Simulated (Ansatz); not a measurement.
**2H WS2**

The numbers are results of LDA (Ansatz, a first-principles code, plane waves, PAW), not measurements.

Numerical settings: plane-wave cutoff 520 eV, 12×12×4 k mesh (along the axes of the cell as run), perturbation theory, no spin polarisation, scalar-relativistic PAW data made under PBE.

Cell (measured lattice):

Space group P6₃/mmc (No. 194); a = b = 3.153 Å, c = 12.323 Å, α = β = 90.00°, γ = 120.00°

```csv
atom,site,symmetry,x,y,z
W,2c,-6m2,0.3333,0.6667,0.2500
S,4f,3m.,0.6667,0.3333,0.1239
```

```json
{
  "electronic dielectric constant ε∞ (mean over three axes)": "11.4",
  "static dielectric constant (mean over three axes)": "11.5"
}
```

Note: the cell isn't this level's own, so it is under some stress, which shifts stiffness and frequencies.

Spin–orbit coupling is not included.

Cost on a shared machine: roughly 20 core-minutes.
